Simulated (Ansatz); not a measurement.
Molecule: NH, charge 0, multiplicity 3. 
Geometry from a B3LYP-D3(BJ)/def2-TZVP (Ansatz, a program for electronic structure) optimisation:
SMILES: [NH]
```xyz
2

N      0.0000     0.0000    -0.1302
H      0.0000     0.0000     0.9116
```
Charge 0, spin multiplicity 3.

Property: vertical ionisation energy (to the doublet state of charge +1; each state is the SCF solution reached for its spin; the UHF <S^2> is 1.24 for the doublet (pure: 0.75); for the doublet T1 is 0.110), in eV. Cores are frozen in the correlated levels unless marked. Open shells are spin-unrestricted. No spin-orbit coupling. No relativistic terms. CBS marks a two-point X^-3 extrapolation of the correlation energy; Hartree-Fock from the larger set.

CCSD(T)/CBS(aug-cc-pVTZ,aug-cc-pVQZ) (Ansatz) gives 13.51 eV.

**Question.** Another calculation gave 13.66 eV. Which level was it?
A) B3LYP/def2-TZVPD (Ansatz)
B) wB97M-V/def2-TZVPD (Ansatz)
C) SVWN5/def2-TZVPD (Ansatz)

**Answer.** A, B3LYP/def2-TZVPD (Ansatz). The others give 13.48 (wB97M-V), 13.95 (SVWN5) eV.
